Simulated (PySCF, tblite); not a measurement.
**C3H5F2 radical: geometry, infrared bands and EPR parameters**

Aim: predict the infrared bands and EPR parameters of C3H5F2 radical (`[CH2]CC(F)F`).

Programs: tblite 0.8.0 and PySCF 2.14.0, with density-fitted response routines of our own. Each step states its level of theory. These are calculated values for one molecule in the gas phase, unless marked as measured. Atoms are numbered from 0 throughout.

### Step 1. The starting structure

10 atoms, charge 0, multiplicity 2; geometry from: force field or distance geometry start.

Bonds of the start (Å): C0–C1 1.55, C1–C2 1.49, C2–F3 1.38, C2–F4 1.39, C0–H5 1.09, C0–H6 1.09, C1–H7 1.11, C1–H8 1.11, C2–H9 1.12.

### Step 2. Geometry optimisation with GFN2-xTB

The job: settings as JSON, then the geometry in Å.

```
{"job": {"kind": "relax", "xc": "GFN2-xTB", "basis": "xTB"}, "charge": 0, "multiplicity": 2}
C      1.227700    -0.647600     0.140700
C      0.229900     0.532800     0.020600
C     -1.125500    -0.090100    -0.029800
F     -2.090700     0.886900    -0.142600
F     -1.429200    -0.917400     1.039100
H      1.496400    -0.857500    -0.899800
H      2.049000    -0.387600     0.810800
H      0.434600     1.062500    -0.929100
H      0.415600     1.162500     0.910600
H     -1.198800    -0.739900    -0.943100
```

On the command line:

```bash
OMP_NUM_THREADS=1 python probes_run.py task.json out
```

One launch serves the whole session: the jobs run in the order shown.

**Question.** This job is followed by: GFN2-xTB harmonic vibrations, gas phase; UKS B3LYP, pcH-1 on C F H, non-relativistic, mean-field spin-orbit, GIAO. Predict these results of the whole session: strongest single infrared mode (GFN2-xTB); zero-point energy (GFN2-xTB); g(iso) (B3LYP); ⟨S²⟩; largest a(iso) (averaged by class); surface potential, 1st and 99th percentile.

**Answer**, as computed:

| quantity | value |
| --- | --- |
| strongest single infrared mode (GFN2-xTB) | 1020 cm⁻¹, 168 km/mol |
| zero-point energy (GFN2-xTB) | 44.6 kcal/mol |
| g(iso) (B3LYP) | 2.00275 |
| ⟨S²⟩ | 0.754 (exact 0.75) |
| largest a(iso) (averaged by class) | 13C on C0, 90.7 MHz |
| surface potential, 1st and 99th percentile | -0.93 V and 1.24 V |

What this shows: Over 50 steps the energy fell by 0.629 eV; of the close pairs, C0–C1 changed most, 1.550 to 1.471 Å. All 24 modes are real, so the xTB geometry is a minimum. The strongest single mode, at 1020 cm⁻¹, moves mainly C2. Unscaled tight-binding wavenumbers are off by several per cent, some by more. Its intensities can rank the bands wrongly. Most of the unpaired spin sits on C0 (1.08 e). The isotropic g lies 0.4 ppt above the free-electron value.
